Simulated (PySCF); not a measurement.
# Level sweep

Compound: C₂H₆Si.
SMILES: `C1C[SiH2]1`

PySCF, dipoles from the SCF density, polarisabilities from static response with core orbitals frozen. Isolated species at its PBE0-D3(BJ)/def2-SVP geometry, gas phase.

The anisotropy is √(½[(α1 − α2)² + (α2 − α3)² + (α3 − α1)²]).

```json
{"level": "LDA/def2-SVPD", "μ (D)": "0.171", "α (Å³)": "8.21", "anisotropy (Å³)": "2.33"}
{"level": "PBE/def2-SVPD", "μ (D)": "0.179", "α (Å³)": "8.07", "anisotropy (Å³)": "2.32"}
{"level": "B3LYP/def2-SVPD", "μ (D)": "0.026", "α (Å³)": "7.89", "anisotropy (Å³)": "2.28"}
{"level": "PBE0/def2-SVPD", "μ (D)": "0.069", "α (Å³)": "7.82", "anisotropy (Å³)": "2.25"}
{"level": "BHandHLYP/def2-SVPD", "μ (D)": "0.101", "α (Å³)": "7.64", "anisotropy (Å³)": "2.22"}
{"level": "CAM-B3LYP/def2-SVPD", "μ (D)": "0.062", "α (Å³)": "7.76", "anisotropy (Å³)": "2.21"}
{"level": "wB97X-D/def2-SVPD", "μ (D)": "0.001", "α (Å³)": "7.78", "anisotropy (Å³)": "2.22"}
{"level": "LC-wPBE/def2-SVPD", "μ (D)": "0.075", "α (Å³)": "7.56", "anisotropy (Å³)": "2.11"}
{"level": "HF/def2-SVPD", "μ (D)": "0.222", "α (Å³)": "7.39", "anisotropy (Å³)": "2.14"}
{"level": "PBE0/6-31G*", "μ (D)": "0.289", "α (Å³)": "6.43", "anisotropy (Å³)": "2.30"}
{"level": "PBE0/6-31+G*", "μ (D)": "0.141", "α (Å³)": "7.16", "anisotropy (Å³)": "2.59"}
{"level": "PBE0/def2-SVP", "μ (D)": "0.074", "α (Å³)": "6.82", "anisotropy (Å³)": "2.33"}
{"level": "PBE0/aug-cc-pVDZ", "μ (D)": "0.126", "α (Å³)": "8.03", "anisotropy (Å³)": "2.34"}
{"level": "PBE0/def2-TZVP", "μ (D)": "0.088", "α (Å³)": "7.56", "anisotropy (Å³)": "2.47"}
{"level": "PBE0/def2-TZVPD", "μ (D)": "0.083", "α (Å³)": "8.00", "anisotropy (Å³)": "2.32"}
{"level": "PBE0/aug-cc-pVTZ", "μ (D)": "0.091", "α (Å³)": "8.05", "anisotropy (Å³)": "2.34"}
```

The dipole runs from 0.00 D (wB97X-D/def2-SVPD) to 0.29 D (PBE0/6-31G*). No reference polarisability is at hand; against PBE0 in the largest diffuse basis at hand (aug-cc-pVTZ) the other PBE0 rows deviate by 6-31G* -20%, 6-31+G* -11%, def2-SVP -15%, def2-SVPD -3%, aug-cc-pVDZ 0%, def2-TZVP -6%, def2-TZVPD -1%. In one basis (def2-SVPD) the functionals order the polarisability from HF (lowest) to LDA (highest), a spread of 11%. With PBE0 the polarisability is 6.94 Å³ without diffuse functions (mean of 6-31G*, def2-SVP and def2-TZVP) and 7.82 Å³ with them (mean of 6-31+G*, def2-SVPD, aug-cc-pVDZ, def2-TZVPD and aug-cc-pVTZ).

Without π bonds the low states are Rydberg-like; a valence basis with one diffuse set may place them up to an eV too high.
